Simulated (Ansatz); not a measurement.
One arrangement of a pair

The pair of SiH4 (SMILES [SiH4], atoms 1–5) and SiH3F (SMILES [SiH3]F, atoms 6–10), both closed shells, in one local arrangement (a lower one may exist), relaxed at PBE0-D4/def2-TZVP:

```
10
angstrom
Si 0.0283 0.0162 -2.0212
H 1.4577 0.2106 -1.6753
H -0.6773 1.3202 -2.0397
H -0.6060 -0.8819 -1.0210
H -0.0715 -0.6206 -3.3601
Si -0.0329 -0.0428 2.0494
F 0.1920 1.1751 1.0321
H 0.2435 0.4513 3.4187
H 0.9038 -1.1314 1.6869
H -1.4377 -0.4967 1.9301
```

Program: Ansatz 0.2.0. Basis: def2-TZVPPD, with def2-QZVPPD for the basis limit. Cores are frozen in the correlated methods. B3LYP uses VWN-RPA correlation. Extrapolation: Hartree–Fock as exp(−7.88 √X), correlation as X^−2.97. Interaction energies count from these two fragments, frozen as in the pair, with the counterpoise correction; negative means bound.

(1) What is the interaction energy by CCSD(T) at an estimated basis limit (MP2 extrapolated from triple and quadruple zeta, plus CCSD(T) − MP2 in triple zeta)? (Judge from chemistry; the value comes from the calculation.)

(2) Which atoms make the shortest contact between the fragments?

No T1 diagnostic of these runs exceeds 0.012.

Answers

(1) By the calculation: -1.37 kcal/mol. Hartree–Fock alone gives 0.45 kcal/mol at the basis limit, so without correlation the pair would not bind at this distance. It counts from the two fragments frozen as in the pair.

The same quantity by other methods in triple zeta, and each one's difference from that estimate:
| method | E_int (kcal/mol) | difference |
| --- | --- | --- |
| PBE-D4 | -1.63 | -0.26 |
| revPBE-D4 | -1.41 | -0.04 |
| BLYP-D4 | -1.42 | -0.05 |
| r2SCAN-D4 | -1.49 | -0.12 |
| B97M-V | -1.47 | -0.10 |
| PBE0-D4 | -1.55 | -0.19 |
| B3LYP-D4 | -1.57 | -0.20 |
| HSE06-D4 | -1.54 | -0.17 |
| wB97X-V | -1.48 | -0.11 |
| wB97M-V | -1.49 | -0.13 |
| B2PLYP | -0.31 | 1.06 |
| HF | 0.46 | 1.82 |
| MP2 | -1.04 | 0.33 |
| CCSD | -0.92 | 0.44 |
| CCSD(T) | -1.15 | 0.21 |
Differences are method less estimate.

(2) H4 and F7, 3.01 Å apart.

Basis-set superposition shift (counterpoise-corrected less uncorrected): CCSD(T) 0.36; MP2 0.35; HF 0.06; PBE0-D4 0.05; wB97M-V 0.06 kcal/mol.

For scale, one of the runs: CCSD(T)/def2-TZVPPD, 255 basis functions, launched by `ansatz run in.yaml --threads 4 --pin off --events-out ev --progress --plain --max-ram 9574MiB`. The run took 54 s on 4 CPU threads of an Arm Neoverse V2 (shared host), with 5.3 GiB of host memory at its peak.
